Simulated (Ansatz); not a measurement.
Counterpoise correction, worked out

The pair of H3O⁺ (SMILES [OH3+], atoms 1–4) and CH3Cl (SMILES CCl, atoms 5–9), both closed shells, in one local arrangement (a lower one may exist), relaxed at PBE0-D4/def2-TZVP:

| atom | x (Å) | y (Å) | z (Å) |
| --- | --- | --- | --- |
| O1 | -0.1845 | -0.1860 | -2.1097 |
| H2 | -0.4329 | 0.6967 | -2.4275 |
| H3 | -0.3674 | -0.3654 | -1.0585 |
| H4 | 0.6946 | -0.4485 | -2.4265 |
| C5 | 0.1550 | 0.1570 | 1.7039 |
| Cl6 | -0.8296 | -0.8209 | 0.5540 |
| H7 | 1.2020 | -0.0745 | 1.5328 |
| H8 | -0.1612 | -0.1634 | 2.6927 |
| H9 | -0.0760 | 1.2050 | 1.5386 |

Program: Ansatz 0.2.0. Basis: def2-TZVPPD. Cores are frozen in the correlated methods.

CCSD(T) total energies in eV:

| system | geometry | basis functions | energy |
| --- | --- | --- | --- |
| pair | pair | all | -15679.55620 |
| H3O⁺ | as in the pair | all (partner as ghosts) | -2084.57466 |
| CH3Cl | as in the pair | all (partner as ghosts) | -13593.85743 |
| H3O⁺ | as in the pair | its own | -2084.56469 |
| CH3Cl | as in the pair | its own | -13593.81779 |
| H3O⁺ | free (PBE0-D4 minimum) | its own | -2084.79102 |
| CH3Cl | free (PBE0-D4 minimum) | its own | -13593.82587 |

(1) Work out the interaction energy with and without the counterpoise correction, the superposition error, and the binding energy from the relaxed fragments.

T1 diagnostic: at most 0.009.

Answers

(1) Without correction: -15679.55620 − (-2084.56469) − (-13593.81779) = -1.17372 eV.
With correction (each fragment in the whole basis): -15679.55620 − (-2084.57466) − (-13593.85743) = -1.12411 eV = -25.92 kcal/mol.
The superposition error is the difference, 0.04961 eV, 4 % of the uncorrected value: each fragment borrows its partner's functions.
Deformation from the free shapes: 0.22633 eV for H3O⁺ and 0.00808 eV for CH3Cl.
Binding energy from relaxed fragments: -1.12411 + 0.22633 + 0.00808 = -0.88970 eV = -20.52 kcal/mol (electronic, without zero-point energy; negative means bound). The deformation is large: the pair is on the way to a chemical bond or a shared proton. For comparison, the corrected interaction energy by CCSD(T) at an estimated basis limit (MP2 extrapolated from triple and quadruple zeta, plus CCSD(T) − MP2 in triple zeta) is -1.169 eV; triple zeta with the correction binds less.

For scale, one of the runs: CCSD(T)/def2-TZVPPD, 230 basis functions, launched by `ansatz run in.yaml --threads 4 --pin off --events-out ev --progress --plain --max-ram 9574MiB`. Hardware: 4 CPU threads of an Arm Neoverse V1, shared host. Wall time 47 s; peak host memory 3.9 GiB.
